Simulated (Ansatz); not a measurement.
# SiNH (singlet): from Hartree-Fock to the top rungs at distance N2–H3 = 1.383 Å, 6-31G

Aim: climb from Hartree-Fock through coupled cluster and multireference methods for SiNH (singlet) at one geometry and basis, and see what each rung misses.

Method: 6-31G, core rule «outside noble gas», up to 6 orbitals frozen; program: Ansatz 0.2.0, Gaussian basis.

Plan: UHF; CCSD(T) on RHF; CCSD(T) on UHF; BCCD(T) on RHF; CISD; CCSDT(Q) on RHF; CCSDT(Q) on UHF; CISDTQ; CCSDTQ on RHF; CASSCF and MRCISD+Q, 2 electrons in 2 orbitals; CASSCF and NEVPT2, 2 electrons in 2 orbitals; CASSCF and MRCISD+Q, 10 electrons in 9 orbitals; CASSCF and NEVPT2, 10 electrons in 9 orbitals; Full CI.

16 further runs of the same task are left out: 12 that didn't finish, 4 set aside as unsound or not needed.

## (1) What is computed

The geometry derives from a PBE0/def2-TZVP stationary point (not a proven minimum). One bond is set to the value named and the two fragments are kept rigid.

3 atoms, charge 0, spin multiplicity 1.

Atoms are counted from 1 here; the program's logs count them from 0.

Bond lengths: Si1–N2 1.546 Å.

As a file:

```mol
HNSi
  3D, bonds by distance, orders not assigned

  3  1  0  0  0  0  0  0  0  0999 V2000
    0.0000    0.0000    1.4914 Si  0  0
    0.0000    0.0000   -0.0542 N   0  0
    0.0000    0.0000   -1.4372 H   0  0
  1  2  8  0
M  END
```

## (2) UHF

Input file in.yaml:

```yaml
crystal:
  periodic: [false, false, false]
  atoms:
    - {symbol: Si, position_ang: [0.000000, 0.000000, 1.491425]}
    - {symbol: N, position_ang: [0.000000, 0.000000, -0.054212]}
    - {symbol: H, position_ang: [0.000000, 0.000000, -1.437212]}
basis:
  gaussian: {orbitals: 6-31G}
magnetization: {spin_polarized: true, initial_magnetization: 0}
hamiltonian: {xc: hf}
output: {orbitals: {seedname: orbitals}}
```

Started as:

```console
$ ansatz run in.yaml --threads 1 --pin off --events-out ev --progress --plain --max-ram 2393MiB
```

Further steps of the session: CCSD(T) on RHF; CCSD(T) on UHF; BCCD(T) on RHF; CISD; CCSDT(Q) on RHF; CCSDT(Q) on UHF; CISDTQ; CCSDTQ on RHF; CASSCF and MRCISD+Q, 2 electrons in 2 orbitals; CASSCF and NEVPT2, 2 electrons in 2 orbitals; CASSCF and MRCISD+Q, 10 electrons in 9 orbitals; CASSCF and NEVPT2, 10 electrons in 9 orbitals; Full CI.

Before running them: what should the planned runs give, taken together? Wanted: FCI below the RHF energy; RMP2 from FCI; RCCSD from FCI; RCCSD(T) from FCI; RCCSDT(Q) from FCI; NEVPT2 pair from FCI; MRCISD+Q pair from FCI; NEVPT2 valence from FCI; T1 diagnostic.

The runs gave:

| quantity | value |
| --- | --- |
| FCI below the RHF energy | -5.6739 eV |
| RMP2 from FCI | +38.9 kJ/mol |
| RCCSD from FCI | +29.1 kJ/mol |
| RCCSD(T) from FCI | +3.7 kJ/mol |
| RCCSDT(Q) from FCI | -0.6 kJ/mol |
| NEVPT2 pair from FCI | +25.9 kJ/mol |
| MRCISD+Q pair from FCI | +15.1 kJ/mol |
| NEVPT2 valence from FCI | +42.0 kJ/mol |
| levels within 1 kcal/mol (43 meV) | RCCSD(T), BCCD(T), RCCSDT, RCCSDT(Q), RCCSDTQ |
| T1 diagnostic | 0.031 |
| effectively unpaired electrons | 0.16 |

**Reading.** RCCSD(T) lands +3.7 kJ/mol from the yardstick (0.7 % of the correlation energy). RCCSDT(Q) falls below full CI, which methods that aren't variational can do. One determinant dominates. Of the multireference levels listed MRCISD+Q valence comes nearest in total energy (+7.5 kJ/mol), which doesn't show that its space is the better one. These misses are within one basis, not against nature.
